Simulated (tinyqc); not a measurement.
Hueckel theory of the pi electrons with the omega technique, for the molecule C=C (SMILES; centres numbered as the heavy atoms are written), step by step. One step of it, computed by the program tinyqc.

Problem. Energy, charges, bond orders. E = sum n x; q_r = z_r - P_rr; bond order p = P_rs; free valence = sqrt(3) - sum of p over the bonds of the atom.

x values: 1.000000  -1.000000

occupations: 2.000000  0.000000

charge and bond-order matrix P:
```
          1C        2C
1C  1.000000  1.000000
2C  1.000000  1.000000
```

Centres:

| centre | z_r, pi electrons of the neutral centre | h |
|---|---|---|
| 1C | 1 | 0.000000 |
| 2C | 1 | 0.000000 |

Bonds:

| i | j | k |
|---|---|---|
| 1 | 2 | 1 |

Give: pi energy = 2 alpha + this times beta; pi charges; Bond orders and lengths from R = 1.517 - 0.180 p; free valence of the carbons; gap between the highest filled and the next level.

Solution.

pi energy = 2 alpha + this times beta = 2.0000

pi charges: 1C 0.0000, 2C 0.0000

Bond orders and lengths from R = 1.517 - 0.180 p (angstrom, C-C alone):

| bond | p | R |
|---|---|---|
| 1-2 | 1.0000 | 1.3370 |

free valence of the carbons: 1C 0.7321, 2C 0.7321

gap between the highest filled and the next level = 2.0000 |beta|
